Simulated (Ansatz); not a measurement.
Dissociation curves of [HO2]− (hydroperoxide(1-))

The species is [HO2]− (3 atoms), meant as a singlet with charge -1. SMILES: `[O-]O`. The coordinates come from a PBE0-D4/def2-TZVPD relaxation.

```xyz
3

O    -0.3578    1.0256   -0.0808
O    -0.2423   -0.4459   -0.1807
H     0.6000   -0.5797    0.2616
```

The O1–O2 distance is scanned; the parts on either side stay rigid. Basis STO-3G, 2 core orbitals frozen in the correlated methods; program Ansatz 0.2.0. FCI is exact within this basis and core. Energies in eV from each method's value at 1.479 Å; methods without a U are spin-restricted; a dash marks a point that is missing or didn't converge. The set has no diffuse functions, which an anion needs. The shape above is that at 1.479 Å.

| distance (Å) | PBE | r2SCAN | PBE0 | wB97X | wB97M-V | RPA@PBE | CCSD(T) | FCI |
| --- | --- | --- | --- | --- | --- | --- | --- | --- |
| 1.458 | 0.02 | 0.02 | 0.00 | 0.00 | 0.01 | 0.05 | 0.01 | 0.01 |
| 1.479 | 0.00 | 0.00 | 0.00 | 0.00 | 0.00 | 0.00 | 0.00 | 0.00 |
| 1.822 | 0.91 | 1.02 | 1.22 | 1.22 | 1.23 | 0.44 | 1.26 | 1.26 |
| 1.849 | 1.04 | 1.16 | 1.37 | 1.38 | 1.39 | 0.51 | 1.42 | 1.42 |
| 2.186 | 2.48 | 2.69 | 3.03 | 3.14 | 3.15 | – | 3.15 | 3.17 |
| 2.219 | 2.62 | 2.83 | 3.18 | 3.30 | 3.32 | – | 3.30 | 3.32 |
| 2.915 | 4.08 | 4.33 | 4.84 | 5.21 | 5.23 | – | 4.43 | 4.99 |
| 2.959 | 4.13 | 4.37 | 4.90 | 5.28 | 5.29 | – | 4.34 | 5.04 |
| 3.644 | 4.24 | 4.49 | 5.10 | 5.67 | 5.69 | – | – | 5.16 |
| 3.698 | 4.25 | 4.49 | 5.11 | 5.69 | 5.72 | – | – | 5.17 |

Departure from the FCI curve at its largest: PBE -0.92 eV at 3.70 Å; r2SCAN -0.68 eV at 3.70 Å; PBE0 -0.15 eV at 2.92 Å; wB97X +0.52 eV at 3.70 Å; wB97M-V +0.55 eV at 3.70 Å; RPA@PBE -0.92 eV at 1.85 Å; CCSD(T) -0.70 eV at 2.96 Å. For the functionals part of the departure is owed to the small basis.
